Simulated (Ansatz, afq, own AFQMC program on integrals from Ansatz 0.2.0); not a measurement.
# SiH3O (doublet): AFQMC on the coupled-cluster ladder at distance Si1–O2 = 1.657 Å, cc-pVDZ

Aim: compute SiH3O (doublet) with auxiliary-field quantum Monte Carlo on the same integrals as coupled cluster, and set the energies side by side.

Program: Ansatz 0.2.0, Gaussian basis, and an in-house AFQMC program (afq) on its integrals; all values are calculated. Level of theory: cc-pVDZ, frozen cores. These are calculated values, not measurements.

The runs, in order: PBE (unrestricted); r2SCAN (unrestricted); PBE0 (unrestricted); B3LYP (unrestricted); wB97M-V (unrestricted); B2PLYP (unrestricted); CCSD(T) on UHF; Phaseless AFQMC, CISD trial on UHF; Phaseless AFQMC, single-determinant trial on UHF; Free-projection AFQMC, CISD trial on UHF.

1 further run of the same task is left out (it didn't finish).

### Step 1. The system

The geometry derives from a PBE0/def2-TZVP stationary point (not a proven minimum). One bond is set to the value named and the two fragments are kept rigid.

5 atoms, charge 0, spin multiplicity 2.

Atoms are counted from 1 here; the program's logs count them from 0.

Bond lengths: Si1–O2 1.657 Å, Si1–H3 1.493 Å, Si1–H4 1.485 Å, Si1–H5 1.485 Å. Angles: O2–Si1–H3 100.6°, O2–Si1–H4 112.5°, O2–Si1–H5 112.5°, H3–Si1–H4 110.4°, H3–Si1–H5 110.4°, H4–Si1–H5 110.2°.

### Step 2. PBE (unrestricted)

in.yaml reads:

```yaml
crystal:
  periodic: [false, false, false]
  atoms:
    - {symbol: Si, position_ang: [0.004053, 0.000000, 0.532729]}
    - {symbol: O, position_ang: [-0.021964, 0.000002, -1.124355]}
    - {symbol: H, position_ang: [1.476262, -0.000114, 0.783135]}
    - {symbol: H, position_ang: [-0.620188, 1.217950, 1.110025]}
    - {symbol: H, position_ang: [-0.620376, -1.217854, 1.110025]}
basis:
  gaussian: {orbitals: cc-pVDZ}
magnetization: {spin_polarized: true, initial_magnetization: 1}
hamiltonian: {xc: {name: PBE}}
output: {orbitals: {seedname: orbitals}}
```

The run is started by

```bash
$ ansatz run in.yaml --threads 1 --pin off --events-out ev --progress --plain --max-ram 1382MiB
```

Log:

```text
Functional definition: PBE
  name "PBE"
  cite "Perdew, Burke & Ernzerhof, Phys. Rev. Lett. 77, 3865 (1996) doi:10.1103/PhysRevLett.77.3865"
  parent pbe
  parameter kappa = 0.804
  parameter beta = 0.06672455060314922
  exchange = pbe_x(kappa = kappa, mu = beta*pi^2/3)
  correlation = pbe_c(beta = beta)
547 factors; their error is unknown
mean field evaluation 1: about -9961.0197 eV, gradient 3.2e1 eV
mean field evaluation 2: about -9918.3638 eV, gradient 9.8e1 eV
mean field evaluation 4: about -9965.0426 eV, gradient 3.9e0 eV
mean field evaluation 8: about -9965.1115 eV, gradient 3.8e-2 eV
mean field evaluation 16: about -9965.1115 eV, gradient 3.9e-5 eV
mean field evaluation 32: about -9964.9306 eV, gradient 6.1e-1 eV
mean field -9965.11151038 eV, -366.2110934113 hartree, gradient 2.9e-6 eV, S^2 0.753039; 4 other end points of the search recorded, 0 dependent functions left out
reference -9965.11153827 eV, -366.2110944361 hartree; 13, 12 occupied and 34, 35 virtual orbitals, 547 factors
Total energy: -9965.11153827 eV, -366.2110944361 hartree
```

It took 2.9 s on 1 thread of Arm Neoverse V1, shared host.

From the report: ⟨S²⟩ of the determinant 0.753 (pure doublet: 0.75).

### Step 3. r2SCAN (unrestricted)

in.yaml, as its differences from that of step 2:

```diff
@@ -11,3 +11,2 @@
 magnetization: {spin_polarized: true, initial_magnetization: 1}
-hamiltonian: {xc: {name: PBE}}
-output: {orbitals: {seedname: orbitals}}
+hamiltonian: {xc: {name: r2SCAN}}
```

Launched as before.

Log:

```text
Functional definition: r2SCAN
  name "r2SCAN"
  cite "Furness, Kaplan, Ning, Perdew & Sun, J. Phys. Chem. Lett. 11, 8208 (2020) doi:10.1021/acs.jpclett.0c02405"
  cite "Furness, Kaplan, Ning, Perdew & Sun, J. Phys. Chem. Lett. 11, 9248 (2020) doi:10.1021/acs.jpclett.0c03077"
  parent r2scan
  parameter k0 = 0.174
  parameter k1 = 0.065
  parameter a1 = 4.9479
  exchange = r2scan_x(k0 = k0, k1 = k1, a1 = a1)
  correlation = r2scan_c
547 factors; their error is unknown
mean field evaluation 1: about -9965.7881 eV, gradient 3.1e1 eV
mean field evaluation 2: about -9936.7966 eV, gradient 8.4e1 eV
mean field evaluation 4: about -9969.8659 eV, gradient 2.5e0 eV
mean field evaluation 8: about -9969.8832 eV, gradient 4.3e-2 eV
mean field evaluation 16: about -9969.8832 eV, gradient 4.1e-5 eV
mean field evaluation 32: about -9969.6965 eV, gradient 1.5e-6 eV
mean field -9969.88318548 eV, -366.3864492370 hartree, gradient 1.2e-6 eV, S^2 0.755487; 4 other end points of the search recorded, 0 dependent functions left out
reference -9969.88319426 eV, -366.3864495595 hartree; 13, 12 occupied and 34, 35 virtual orbitals, 547 factors
Total energy: -9969.88319426 eV, -366.3864495595 hartree
```

Wall time 8 s (1 thread of Arm Neoverse V1, shared host).

From the report: ⟨S²⟩ of the determinant 0.755 (pure doublet: 0.75).

### Step 4. PBE0 (unrestricted)

in.yaml, as its differences from that of step 3:

```diff
@@ -11,2 +11,3 @@
 magnetization: {spin_polarized: true, initial_magnetization: 1}
-hamiltonian: {xc: {name: r2SCAN}}
+hamiltonian: {xc: {name: PBE0}}
+output: {orbitals: {seedname: orbitals}}
```

The command is unchanged.

Log, cut to the lines that bear on the results:

```text
Functional definition: PBE0
  name "PBE0"
  cite "Adamo & Barone, J. Chem. Phys. 110, 6158 (1999) doi:10.1063/1.478522"
  cite "Perdew, Burke & Ernzerhof, Phys. Rev. Lett. 77, 3865 (1996) doi:10.1103/PhysRevLett.77.3865"
  parent pbe
[...]
439 factors; integrals over basis functions are off by at most 1.1e-3 eV
[...]
mean field -9966.02697780 eV, -366.2447362186 hartree, gradient 5.4e-6 eV, S^2 0.754227; 1 other end points of the search recorded, 0 dependent functions left out
reference -9966.02699868 eV, -366.2447369857 hartree; 13, 12 occupied and 34, 35 virtual orbitals, 439 factors
Total energy: -9966.02699868 eV, -366.2447369857 hartree
```

Wall time 2.5 s (1 thread of Arm Neoverse V1, shared host).

From the report: ⟨S²⟩ of the determinant 0.754 (pure doublet: 0.75).

### Step 5. B3LYP (unrestricted)

in.yaml, as its differences from that of step 4:

```diff
@@ -11,3 +11,2 @@
 magnetization: {spin_polarized: true, initial_magnetization: 1}
-hamiltonian: {xc: {name: PBE0}}
-output: {orbitals: {seedname: orbitals}}
+hamiltonian: {xc: {name: B3LYP}}
```

Same command.

Log, cut to the lines that bear on the results:

```text
Functional definition: B3LYP
  name "B3LYP"
  cite "Stephens, Devlin, Chabalowski & Frisch, J. Phys. Chem. 98, 11623 (1994) doi:10.1021/j100096a001"
  cite "Becke, Phys. Rev. A 38, 3098 (1988) doi:10.1103/PhysRevA.38.3098"
  cite "Lee, Yang & Parr, Phys. Rev. B 37, 785 (1988) doi:10.1103/PhysRevB.37.785"
  cite "Vosko, Wilk & Nusair, Can. J. Phys. 58, 1200 (1980) doi:10.1139/p80-159"
[...]
439 factors; integrals over basis functions are off by at most 1.1e-3 eV
[...]
mean field -9972.27635888 eV, -366.4743967370 hartree, gradient 4.3e-6 eV, S^2 0.753947; 1 other end points of the search recorded, 0 dependent functions left out
reference -9972.27655488 eV, -366.4744039400 hartree; 13, 12 occupied and 34, 35 virtual orbitals, 439 factors
Total energy: -9972.27655488 eV, -366.4744039400 hartree
```

Run time: 2.5 s. Hardware: 1 thread of Arm Neoverse V1, shared host.

From the report: ⟨S²⟩ of the determinant 0.754 (pure doublet: 0.75).

### Step 6. wB97M-V (unrestricted)

in.yaml, as its differences from that of step 5:

```diff
@@ -11,2 +11,3 @@
 magnetization: {spin_polarized: true, initial_magnetization: 1}
-hamiltonian: {xc: {name: B3LYP}}
+hamiltonian: {xc: {name: wB97M-V}}
+output: {orbitals: {seedname: orbitals}}
```

Launched as before.

Log, cut to the lines that bear on the results:

```text
Functional definition: wB97M-V
  name "wB97M-V"
  cite "Mardirossian & Head-Gordon, J. Chem. Phys. 144, 214110 (2016) doi:10.1063/1.4952647"
  cite "Becke, J. Chem. Phys. 107, 8554 (1997) doi:10.1063/1.475007"
  cite "Vydrov & Van Voorhis, J. Chem. Phys. 133, 244103 (2010) doi:10.1063/1.3521275"
  # Of w^i u^j: cxij and so on, Table III.
[...]
  gx(w, u) = 1 - cx + cx01*u + cx10*w
  gss(w, u) = css00 + css04*u^4 + css10*w + css20*w^2 + css43*w^4*u^3
  gos(w, u) = cos00 + cos10*w + (cos20 + cos21*u)*w^2 + (cos60 + cos61*u)*w^6
[...]
      + integral(e_c_pw_mod_opposite_spin*gos(b97_w_opposite, b97_u_opposite)) + vv10(b, c)
439 factors; integrals over basis functions are off by at most 1.1e-3 eV
148 factors; integrals over basis functions are off by at most 9.6e-6 eV
[...]
mean field -9970.13777815 eV, -366.3958053449 hartree, gradient 3.0e-6 eV, S^2 0.753757; 1 other end points of the search recorded, 0 dependent functions left out
reference -9970.13781063 eV, -366.3958065385 hartree; 13, 12 occupied and 34, 35 virtual orbitals, 439 factors
Total energy: -9970.13781063 eV, -366.3958065385 hartree
```

Wall time 11 s (1 thread of Arm Neoverse V1, shared host).

From the report: ⟨S²⟩ of the determinant 0.754 (pure doublet: 0.75).

### Step 7. B2PLYP (unrestricted)

in.yaml, as its differences from that of step 6:

```diff
@@ -11,3 +11,3 @@
 magnetization: {spin_polarized: true, initial_magnetization: 1}
-hamiltonian: {xc: {name: wB97M-V}}
-output: {orbitals: {seedname: orbitals}}
+hamiltonian: {xc: {name: B2PLYP}}
+correlation: {electrons: outside_noble_gas}
```

Same command.

Log, cut to the lines that bear on the results:

```text
Functional definition: B2PLYP
  name "B2PLYP"
  cite "Grimme, J. Chem. Phys. 124, 034108 (2006) doi:10.1063/1.2148954"
  cite "Becke, Phys. Rev. A 38, 3098 (1988) doi:10.1103/PhysRevA.38.3098"
  cite "Lee, Yang & Parr, Phys. Rev. B 37, 785 (1988) doi:10.1103/PhysRevB.37.785"
[...]
439 factors; integrals over basis functions are off by at most 1.1e-3 eV
[...]
mean field -9964.10336473 eV, -366.1740447421 hartree, gradient 1.8e-6 eV, S^2 0.754923; 2 other end points of the search recorded, 0 dependent functions left out
6 core orbitals not correlated: weight in the atoms' cores, before any rotation towards them, 1.000 or more for the frozen orbitals, at most 0.000 for the correlated occupied ones
reference -9964.10348988 eV, -366.1740493413 hartree; 7, 6 occupied and 34, 35 virtual orbitals, 439 factors
second order -8.18207355 eV of doubles, -0.00000000 eV of singles
Total energy: -9966.31264974 eV, -366.2552344687 hartree
```

Wall time 3.5 s (1 thread of Arm Neoverse V1, shared host).

From the report: ⟨S²⟩ of the determinant 0.755 (pure doublet: 0.75).

### Step 8. CCSD(T) on UHF

in.yaml, as its differences from that of step 7:

```diff
@@ -11,3 +11,2 @@
 magnetization: {spin_polarized: true, initial_magnetization: 1}
-hamiltonian: {xc: {name: B2PLYP}}
-correlation: {electrons: outside_noble_gas}
+correlation: {method: ccsd_t, electrons: outside_noble_gas, hamiltonian_folder: ham}
```

Same command.

Log, cut to the lines that bear on the results:

```text
Functional definition: HF
  name "HF"
  cite "Fock, Z. Phys. 61, 126 (1930) doi:10.1007/BF01340294"
  parent pbe
[...]
439 factors; integrals over basis functions are off by at most 1.1e-3 eV
[...]
mean field -9946.09948160 eV, -365.5124142405 hartree, gradient 3.0e-6 eV, S^2 0.756395; 7 other end points of the search recorded, 0 dependent functions left out
determinant -9946.09948160 eV, -365.5124142405 hartree, with singles and doubles -9953.70926202 eV, -365.7920685128 hartree
determinant -9945.96795457 eV, -365.5075807112 hartree, with singles and doubles -9953.54747395 eV, -365.7861229107 hartree
determinant -9943.92623551 eV, -365.4325489196 hartree, with singles and doubles -9951.54650568 eV, -365.7125886832 hartree
determinant -9946.09948160 eV, -365.5124142405 hartree, with singles and doubles -9953.71120820 eV, -365.7921400337 hartree
determinant -9945.96795457 eV, -365.5075807112 hartree, with singles and doubles -9953.54928053 eV, -365.7861893016 hartree
6 core orbitals not correlated: weight in the atoms' cores, before any rotation towards them, 1.000 or more for the frozen orbitals, at most 0.000 for the correlated occupied ones
reference -9946.09948160 eV, -365.5124142405 hartree; 7, 6 occupied and 34, 35 virtual orbitals, 439 factors
second order -6.62379119 eV of doubles, -0.00000000 eV of singles
cycle   1  -7.61172284 eV  change    3.8e-6 eV  update   1.9e-6
perturbative correction -0.14067082 eV, -0.0051695572 hartree
Total energy: -9953.85187526 eV, -365.7973094527 hartree
```

Wall time 5.5 s (1 thread of Arm Neoverse V1, shared host).

From the report: ⟨S²⟩ of the determinant 0.756 (pure doublet: 0.75); correlation -7.7524 eV; T1 0.020; largest double amplitude 0.03.

This run also writes the integrals to the folder ham.

### Step 9. Phaseless AFQMC, CISD trial on UHF

It reads the integrals that the CCSD(T) run on this determinant wrote.

The run is started by

```bash
$ afq ham --method phaseless --trial cisd --walkers 60 --populations 1 --least-time 40 --time-step 0.005 --steps-per-block 50 --equilibration-blocks 28 --max-blocks 300 --target-error 0.00043 --factor-cut 1e-05 --start spin_pure --seed 5543 --release-times 0.24,0.51,0.99,1.62,2.4 --release-step 0.03 --release-every 4 --taylor-order 6
```

Log:

```text
orbitals 41  electrons 7 6  factors 310 of 439
reference energy -365.51241424 Eh
CCSD correlation -0.27972541 Eh in 15 cycles, weight of the determinant in the CISD state 0.8905
energy of the start -365.792042 Eh
 block  time / (1/Eh)  mean weight  energy / Eh
     1     0.250  1.0005  -365.788044
     2     0.500  0.9992  -365.792432
     3     0.750  0.9993  -365.792005
     4     1.000  0.9979  -365.791074
     5     1.250  0.9971  -365.794975
     6     1.500  1.0017  -365.797024
     7     1.750  0.9975  -365.797529
     8     2.000  1.0003  -365.795929
     9     2.250  1.0002  -365.793944
    10     2.500  0.9987  -365.796291
    15     3.750  0.9987  -365.795977
    22     5.500  0.9993  -365.802755
    29     7.250  0.9997  -365.801347
    36     9.000  0.9985  -365.799416
    43    10.750  0.9972  -365.794258
    50    12.500  0.9980  -365.800664
    57    14.250  0.9995  -365.802404
    64    16.000  1.0005  -365.799111
    71    17.750  1.0001  -365.800779
    78    19.500  1.0013  -365.794730
    85    21.250  0.9902  -365.836671
    92    23.000  1.0006  -365.798290
    99    24.750  0.9993  -365.793193
   106    26.500  0.9964  -365.800671
   113    28.250  0.9991  -365.800844
   120    30.000  0.9998  -365.794960
   127    31.750  1.0013  -365.809481
   134    33.500  1.0020  -365.796541
   141    35.250  1.0002  -365.794643
   148    37.000  1.0011  -365.802311
   155    38.750  1.0001  -365.796375
   162    40.500  0.9985  -365.794131
   169    42.250  0.9950  -365.800159
   176    44.000  0.9996  -365.796408
   183    45.750  0.9990  -365.796139
   190    47.500  0.9929  -365.798077
   197    49.250  1.0006  -365.807647
   204    51.000  0.9970  -365.802146
   211    52.750  0.9996  -365.796243
   218    54.500  1.0004  -365.796619
   225    56.250  1.0025  -365.796252
   232    58.000  1.0004  -365.804089
   239    59.750  0.9995  -365.801110
   246    61.500  0.9983  -365.800128
   253    63.250  1.0022  -365.795286
   260    65.000  0.9981  -365.795808
   267    66.750  1.0010  -365.800204
   274    68.500  1.0004  -365.795584
   281    70.250  1.0005  -365.790239
   288    72.000  0.9985  -365.791417
   295    73.750  0.9972  -365.795110
   302    75.500  0.9996  -365.797434
blocks merged  error / Eh  count
     1  0.000289  280
     2  0.000346  140
     4  0.000402  70
     8  0.000420  35
    16  0.000408  17
    32  0.000483  8
released: time / (1/Eh)  energy / Eh  error  mean overlap
  0.24  -365.797755  0.000456  1.0127
  0.51  -365.797943  0.000504  1.0214
  0.99  -365.797984  0.000450  1.0201
  1.62  -365.797883  0.000421  1.0144
  2.40  -365.799339  0.000653  0.9465
energy -365.798297 +/- 0.000420 Eh
```

Run time: 11 min. Hardware: 1 thread of Arm Neoverse V1, shared host.

Energy -9953.8787 ± 0.0114 eV. Caveats: constraint bias not in the error.

### Step 10. Phaseless AFQMC, single-determinant trial on UHF

It reads the integrals that the CCSD(T) run on this determinant wrote.

The run is started by

```bash
$ afq ham --method phaseless --trial hf --walkers 120 --populations 1 --least-time 40 --time-step 0.005 --steps-per-block 20 --equilibration-blocks 112 --max-blocks 600 --target-error 0.00129 --factor-cut 1e-05 --start spin_pure --seed 2310 --taylor-order 6
```

Log:

```text
orbitals 41  electrons 7 6  factors 310 of 439
reference energy -365.51241424 Eh
CCSD correlation -0.27972541 Eh in 15 cycles, weight of the determinant in the CISD state 0.8905
energy of the start -365.512580 Eh
 block  time / (1/Eh)  mean weight  energy / Eh
     1     0.100  1.0014  -365.590928
     2     0.200  1.0029  -365.649578
     3     0.300  1.0011  -365.687449
     4     0.400  0.9999  -365.724643
     5     0.500  1.0034  -365.723162
     6     0.600  1.0016  -365.764830
     7     0.700  1.0031  -365.782774
     8     0.800  0.9981  -365.772850
     9     0.900  1.0027  -365.796302
    10     1.000  1.0000  -365.834790
    18     1.800  1.0000  -365.801628
    35     3.500  1.0003  -365.829409
    52     5.200  1.0014  -365.785098
    69     6.900  0.9979  -365.782001
    86     8.600  1.0000  -365.787786
   103    10.300  1.0029  -365.787904
   120    12.000  0.9999  -365.814720
   137    13.700  0.9993  -365.770043
   154    15.400  1.0028  -365.828666
   171    17.100  1.0008  -365.766489
   188    18.800  0.9992  -365.818380
   205    20.500  0.9994  -365.806959
   222    22.200  0.9999  -365.777072
   239    23.900  0.9987  -365.795403
   256    25.600  1.0016  -365.811130
   273    27.300  0.9992  -365.817896
   290    29.000  1.0019  -365.786043
   307    30.700  0.9994  -365.795131
   324    32.400  1.0012  -365.812140
   341    34.100  0.9978  -365.797044
   358    35.800  0.9998  -365.787204
   375    37.500  0.9989  -365.813517
   392    39.200  0.9979  -365.784895
   409    40.900  1.0015  -365.799451
   426    42.600  1.0001  -365.800970
   443    44.300  0.9992  -365.793235
   460    46.000  1.0022  -365.797799
   477    47.700  0.9995  -365.752972
   494    49.400  0.9990  -365.811478
   511    51.100  0.9970  -365.773290
   528    52.800  1.0020  -365.815363
   545    54.500  0.9996  -365.816259
   562    56.200  1.0023  -365.832117
   579    57.900  0.9998  -365.814063
   596    59.600  1.0023  -365.800542
   613    61.300  0.9981  -365.787775
   630    63.000  0.9958  -365.792766
   647    64.700  1.0016  -365.836541
   664    66.400  0.9998  -365.773080
   681    68.100  1.0030  -365.843368
   698    69.800  0.9976  -365.764654
blocks merged  error / Eh  count
     1  0.000803  600
     2  0.001054  300
     4  0.001371  150
     8  0.001666  75
    16  0.001864  37
    32  0.001964  18
    64  0.002064  9
energy -365.798766 +/- 0.001964 Eh
```

Wall time 6.8 min (1 thread of Arm Neoverse V1, shared host).

Energy -9953.8915 ± 0.0534 eV. Caveats: constraint bias not in the error; error above the target.

### Step 11. Free-projection AFQMC, CISD trial on UHF

It reads the integrals that the CCSD(T) run on this determinant wrote.

The run is started by

```bash
$ afq ham --method free --trial cisd --walkers 60 --time-step 0.03 --max-blocks 80 --target-error 0.00043 --factor-cut 1e-05 --seed 687 --times 0,0.21,0.42,0.81,1.2,1.8,2.4,3 --taylor-order 8
```

Log:

```text
orbitals 41  electrons 7 6  factors 310 of 439
reference energy -365.51241424 Eh
CCSD correlation -0.27972541 Eh in 15 cycles, weight of the determinant in the CISD state 0.8905
repeat  energy at the last time / Eh  error
    10  -365.799292  0.001794
    20  -365.799443  0.001026
    30  -365.798483  0.000930
    40  -365.797905  0.000786
    50  -365.798026  0.000669
    60  -365.798227  0.000602
    70  -365.798444  0.000568
    80  -365.798192  0.000508
time / (1/Eh)  energy / Eh  error  mean overlap
  0.00  -365.792089  0.000220  1.1222
  0.21  -365.795005  0.000207  1.1207
  0.42  -365.796905  0.000260  1.1140
  0.81  -365.798076  0.000275  1.1023
  1.20  -365.797944  0.000326  1.1058
  1.80  -365.798845  0.000385  1.0834
  2.40  -365.798836  0.000404  1.0765
  3.00  -365.798192  0.000508  1.0680
energy -365.798192 +/- 0.000508 Eh
```

It took 7.1 min on 1 thread of Arm Neoverse V1, shared host.

Energy -9953.8759 ± 0.0138 eV. Caveats: remainder of the start not in the error.

### Step 12. AFQMC on the ladder

On the UHF determinant, counted from CCSD(T) (a yardstick, not exact):

```tsv
level	energy (eV)	from CCSD(T) (kJ/mol)	statistical error (kJ/mol)	time
HF	-9946.0995	+748.0		
MP2	-9952.7233	+108.9		
CCSD	-9953.7112	+13.6		
CCSD(T)	-9953.8519	0.0		
Phaseless AFQMC, CISD trial, step 0.005, 60 walkers	-9953.8787	-2.6	1.1	11 min
Phaseless AFQMC, single-determinant trial, step 0.005, 120 walkers	-9953.8915	-3.8	5.2	6.8 min
Free-projection AFQMC, CISD trial, step 0.03, 60 walkers	-9953.8759	-2.3	1.3	7.1 min
```

The functionals' totals stand on their own zeros and serve differences with other points: PBE -9965.112 eV; r2SCAN -9969.883 eV; PBE0 -9966.027 eV; B3LYP -9972.277 eV; wB97M-V -9970.138 eV; B2PLYP -9966.313 eV.

### Step 13. What came out

| quantity | value |
| --- | --- |
| Phaseless AFQMC, CISD trial on UHF from CCSD(T) | -2.6 ± 1.1 kJ/mol |
| Phaseless AFQMC, single-determinant trial on UHF from CCSD(T) | -3.8 ± 5.2 kJ/mol |
| Free-projection AFQMC, CISD trial on UHF from CCSD(T) | -2.3 ± 1.3 kJ/mol |

What this shows: On UHF the phaseless walk with the CISD trial lies -2.6 kJ/mol from CCSD(T), within three error bars. Free projection has no constraint; at the last time it gives -2.3 ± 1.3 kJ/mol, and from a start that isn't spin pure other spins can mix in. Error bars are statistical and leave out the constraint, the time step and what remains of the start.
